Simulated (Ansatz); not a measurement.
# BH₂⁺, triplet: stretch scan

Starting geometry (PBE0/def2-TZVP stationary point for this spin, not checked as a minimum):

| atom | x (Å) | y (Å) | z (Å) |
| --- | --- | --- | --- |
| B | 0.0000 | 0.0000 | -0.1694 |
| H | 0.0000 | 0.7106 | 0.9083 |
| H | 0.0000 | -0.7106 | 0.9083 |

From there H2 moves along the line of the two atoms named below, all else staying in place; atoms are numbered as listed. Energies are in eV, counted from the starting geometry at the same level. Kohn–Sham curves are unrestricted where that lies lower.

Basis cc-pVTZ; Ansatz 0.2.0. Only valence electrons are correlated (noble-gas cores frozen).

Full CI is exact within this basis and frozen core; it isn't the basis-set limit.

| distance B1-H2 (Å) | full CI | PBE | r2SCAN | B97M-V | PBE0 | B3LYP | r2SCAN0 | wB97M-V | B2PLYP | RPA-PBE |
| --- | --- | --- | --- | --- | --- | --- | --- | --- | --- | --- |
| 1.018 | 0.853 | 0.897 | 0.849 | 0.863 | 0.860 | 0.833 | 0.827 | 0.839 | 0.820 | 0.865 |
| 1.165 | 0.132 | 0.153 | 0.131 | 0.134 | 0.134 | 0.128 | 0.121 | 0.127 | 0.120 | 0.138 |
| 1.291 | 0.000 | 0.000 | 0.000 | 0.000 | 0.000 | 0.000 | 0.000 | 0.000 | 0.000 | 0.000 |
| 1.444 | 0.111 | 0.087 | 0.107 | 0.121 | 0.110 | 0.107 | 0.119 | 0.117 | 0.119 | 0.100 |
| 1.572 | 0.287 | 0.246 | 0.277 | 0.296 | 0.285 | 0.274 | 0.295 | 0.298 | 0.296 | 0.265 |
| 1.789 | 0.578 | 0.517 | 0.565 | 0.558 | 0.573 | 0.547 | 0.589 | 0.584 | 0.581 | 0.530 |
| 2.108 | 0.841 | 0.782 | 0.877 | 0.839 | 0.848 | 0.805 | 0.901 | 0.828 | 0.835 | 0.764 |
| 2.403 | 0.954 | 0.932 | 1.066 | 0.976 | 1.002 | 0.945 | 1.085 | 0.956 | 0.961 | 0.885 |
| 2.826 | 1.034 | 1.079 | 1.245 | 1.092 | 1.150 | 1.083 | 1.254 | 1.080 | 1.074 | 0.996 |
| 3.412 | 1.086 | 1.196 | 1.383 | 1.181 | 1.272 | 1.201 | 1.383 | 1.170 | 1.161 | 1.050 |
| 4.357 | 1.114 | 1.239 | 1.446 | 1.229 | 1.347 | 1.275 | 1.454 | 1.219 | 1.206 | 0.903 |

B3LYP at 4.357 Å lies 0.161 eV (14 %) above the reference in this basis. PBE0 at 4.357 Å lies 0.234 eV (21 %) above the reference in this basis. r2SCAN0 at 4.357 Å lies 0.340 eV (31 %) above the reference in this basis. r2SCAN at 4.357 Å lies 0.332 eV (30 %) above the reference in this basis.
